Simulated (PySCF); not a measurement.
Adding and removing an electron: LiB

PBE0; PySCF, no relativity, basis sets Li pcseg-1, B pcseg-1. Neutral (UKS): triplet (σ ↑, π ↑), Re = 2.144 Å, ωe = 541 cm⁻¹, De = 1.32 eV, HOMO -3.91 eV, LUMO -1.70 eV.

LiB⁺ (UKS): doublet (σ ↑), Re = 2.462 Å, ωe = 337 cm⁻¹, De = 0.83 eV to Li⁺ + B. The energies at the minima are -32.11841 hartree for LiB and -31.89655 for LiB⁺.

**Question.** Work out the adiabatic ionisation energy, without and with harmonic zero-point energies (1 hartree = 27.2114 eV, 1 eV = 8065.5 cm⁻¹), and the change of the bond length.

**Answer.** At PBE0: 0.22186 hartree = 6.037 eV between the minima; the zero-point term (337.0 − 541.0)/2 cm⁻¹ = -0.013 eV makes it 6.024 eV. Re changes by +31.8 pm against the neutral. The electron leaves a π orbital; in so polar a molecule the change of length follows mostly from the change of the ionic charges.

For an ion De counts to the pair picked by the measured ionisation energies or electron affinities, which need not be the lowest pair at this level. States were picked by a PBE0 search and need not be the measured ground states.
